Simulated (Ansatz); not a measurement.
Si2S. Total charge 0; triplet. Geometry PBE-D4/def2-TZVP, that of the charge +1 doublet; atoms count from 1.

```tsv
atom	x (Å)	y (Å)	z (Å)
Si1	-0.343	0.197	1.347
Si2	0.664	0.820	-0.926
S3	-0.321	-1.017	-0.421
```

At PBE0-D4/def2-TZVP a singlet of charge 0 lies 0.96 eV below the triplet at the same geometry. The structure comes from a short search, and lower isomers may exist.

(1) Estimate the Mulliken populations from the PBE0/def2-TZVP orbitals of Ansatz.

(2) Where does the spin sit?

(3) And the Mayer bond orders between bonded heavy atoms (over 0.3)?

Answers

(1) 
```tsv
atom	charge (e)	spin (α − β)
Si1	0.11	0.84
Si2	0.11	0.84
S3	-0.23	0.31
```
Mulliken values and Mayer orders depend strongly on the basis.

(2) Summed by element: Si 1.69, S 0.31, of 2 unpaired in all. Largest on single atoms: Si1 0.84, Si2 0.84, S3 0.31.

(3) Si1–Si2 1.16 (2.56 Å); Si1–S3 1.17 (2.15 Å); Si2–S3 1.17 (2.15 Å).
